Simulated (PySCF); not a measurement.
## Removing an electron from `C=C(C#N)CF`

Species: C₄H₄FN.
Atom-mapped SMILES: `[CH2:1]=[C:2]([C:3]#[N:4])[CH2:5][F:6]` (hydrogens: H7, H8 on C1; H9, H10 on C5)

Structure used (PBE0-D3(BJ)/def2-SVP), in Å, numbered top down from 1:
```xyz
10
C4H4FN angstrom
C      0.9841   -0.8408    0.2954
C      0.2861    0.2930    0.1550
C      0.9299    1.5708    0.0786
N      1.4048    2.6265    0.0126
C     -1.2177    0.3212    0.0681
F     -1.7252   -0.9406    0.1278
H      2.0734   -0.8332    0.3565
H      0.4554   -1.7941    0.3489
H     -1.5301    0.7971   -0.8782
H     -1.6297    0.9207    0.8993
```

Level: B3LYP/def2-SVPD (PySCF). Frontier orbitals with their largest atomic shares (Löwdin; up to four atoms above 4 %):

| orbital | ε (eV) | main atoms |
| --- | --- | --- |
| HOMO−3 | -10.33 | N4 69 %, C3 16 %, C2 4 % |
| HOMO−2 | -10.13 | F6 26 %, N4 20 %, C3 19 %, C5 15 % |
| HOMO−1 | -9.69 | N4 44 %, C3 33 %, C2 7 %, F6 6 % |
| HOMO | -8.18 | ? |
| LUMO | -1.95 | C1 33 %, C2 23 %, N4 16 %, C3 12 % |
| LUMO+1 | -0.16 | N4 25 %, C3 21 %, C1 12 %, C5 11 % |
| LUMO+2 | 0.23 | C3 22 %, C5 20 %, N4 13 %, H10 11 % |

**Question.** What vertical ionisation energy does ΔSCF give, and how far is −ε(HOMO) from it?

**Answer.** ΔSCF: 10.54 eV (1017 kJ/mol; threshold wavelength 118 nm); ⟨S²⟩ of the doublet left behind is 0.761, against 0.75 for a pure doublet. −ε(HOMO) is 8.18 eV, 2.36 eV below it. In exact Kohn–Sham theory the two would be equal; B3LYP (global hybrid, 20 % exact exchange) falls short of its own ΔSCF value by 22 %.

**Question.** On which atoms does the HOMO lie?

**Answer.** C1 (terminal =CH2 carbon) 31 %, C2 (fully substituted alkene carbon) 26 %, N4 (nitrile nitrogen) 17 %, C3 (nitrile carbon) 11 %, so no atom holds as much as 40 %. The HOMO−1 lies 1.51 eV lower.

**Question.** And the vertical electron affinity, the fundamental gap, Mulliken's electronegativity and the hardness (with the factor ½)?

**Answer.** EA = -0.25 eV by ΔSCF (−ε(LUMO) = 1.95 eV); a negative value means that the added electron isn't bound at this geometry and level, and the number then depends on the basis. IE − EA = 10.79 eV against an orbital gap of 6.23 eV; (IE + EA)/2 = 5.14 eV; (IE − EA)/2 = 5.39 eV. Parr's electrophilicity index (IE + EA)²/[8(IE − EA)] is 1.23 eV.

**Question.** How many of the 10 lowest singlet excitations (vertical TDDFT, same level) lie below the ionisation energy?

**Answer.** All 10; they run from 6.24 to 8.37 eV.

**Question.** The lowest singlet excitation (vertical TDDFT, same level) lies at 6.24 eV. How far is it below IE − EA?

**Answer.** IE − EA = 10.79 eV, so by 4.55 eV.

**Question.** What total energies stand behind the ΔSCF value?

**Answer.** E(N) = -309.16715 Eh and E(N − 1) = -308.77993 Eh at the same geometry, 0.38722 Eh apart. With one more electron, E(N + 1) = -309.15778 Eh.

One conformer (not necessarily the lowest) at the PBE0-D3(BJ)/def2-SVP geometry, without solvent, vibrations or thermal averaging.
